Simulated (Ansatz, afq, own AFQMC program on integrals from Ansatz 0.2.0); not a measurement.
Integrals from Ansatz 0.2.0, then the random walk in our own AFQMC program (afq).

```yaml
crystal:
  periodic: [false, false, false]
  atoms:
    - {symbol: Ta, position_ang: [0.000000, 0.000000, 0.000000]}
    - {symbol: Cl, position_ang: [0.000000, 0.000000, 2.875200]}
basis:
  gaussian: {orbitals: def2-SVP}
total_charge: 1
magnetization: {spin_polarized: true, initial_magnetization: 5}
correlation: {method: ccsd_t, electrons: outside_noble_gas, hamiltonian_folder: ham}
```

```sh
$ ansatz run in.yaml --threads 1 --pin off --events-out ev --progress --plain --max-ram 1382MiB
```

Options of the walk:

```
--method phaseless --trial cisd --walkers 60 --populations 1 --least-time 40 --time-step 0.005 --steps-per-block 50 --equilibration-blocks 40 --max-blocks 300 --target-error 0.0004 --factor-cut 1e-05 --start spin_pure --seed 258 --release-times 0.24,0.51,0.99,1.62,2.4 --release-step 0.03 --release-every 4 --taylor-order 6
```

Times are imaginary, in 1/Eh. The walk had a cap of 1663 s. Core potentials past Kr, no spin–orbit coupling.

Log:

```
orbitals 41  electrons 8 3  factors 314 of 475
reference energy -515.40567980 Eh
CCSD correlation -0.15658155 Eh in 15 cycles, weight of the determinant in the CISD state 0.9316
energy of the start -515.562175 Eh
 block  time / (1/Eh)  mean weight  energy / Eh
     1     0.250  0.9998  -515.561252
     2     0.500  0.9994  -515.561573
     3     0.750  0.9989  -515.561484
     4     1.000  0.9998  -515.563134
     5     1.250  0.9984  -515.562802
     8     2.000  1.0010  -515.563293
    11     2.750  0.9975  -515.563181
    26     6.500  0.9997  -515.563085
    31     7.750  1.0005  -515.562485
    41    10.250  0.9990  -515.565032
    56    14.000  1.0015  -515.564752
    71    17.750  0.9961  -515.565972
    76    19.000  1.0000  -515.568310
    86    21.500  1.0000  -515.566084
   101    25.250  0.9993  -515.565779
   116    29.000  1.0033  -515.564120
   131    32.750  1.0002  -515.565219
   146    36.500  0.9972  -515.564159
   161    40.250  1.0029  -515.562746
   176    44.000  0.9997  -515.566674
   191    47.750  0.9992  -515.562640
   196    49.000  0.9999  -515.566337
blocks merged  error / Eh  count
     1  0.000143  160
     2  0.000160  80
     4  0.000180  40
     8  0.000168  20
    16  0.000180  10
released: time / (1/Eh)  energy / Eh  error  mean overlap
  0.24  -515.564679  0.000242  1.0005
  0.51  -515.564632  0.000265  1.0159
  0.99  -515.564681  0.000210  1.0042
  1.62  -515.564904  0.000262  0.9956
  2.40  -515.564553  0.000282  1.0351
energy -515.565015 +/- 0.000180 Eh
(rows thinned)
```

The run passed its tests (sampling time, drift between the halves within three errors, error under three times the target), which doesn't prove that it has relaxed. The second half of the sampling lies above the first by 1.5 errors of their difference, so the energy may still be moving and its error bar be too small.

Against this walk (error 4.9 meV) on the same determinant: CCSD(T) 22.0 meV higher, CCSDT(Q) 5.7 meV higher (within the noise). The error is statistical and leaves out the bias of the constraint. Released to 2.40 1/Eh the energy moves by 13 ± 9 meV (both errors), within twice the noise.

Cautions: constraint bias not in the error; no spin-orbit coupling; outer-core shells of the metal frozen; lower spins were not checked.

The walk took 6.3 min on 1 thread of Arm Neoverse V1, with other jobs on the host. The log's last line is the phaseless energy.

CCSDT and higher add their correlation energy to the determinant of the CCSD(T) run, since their own runs factorise the integrals more tightly (a shift of under 2 meV). A walk keeps the symmetry of its determinant, which the program's search chose and which needn't be the lowest solution, so a lower state of the same spin and another symmetry isn't excluded.
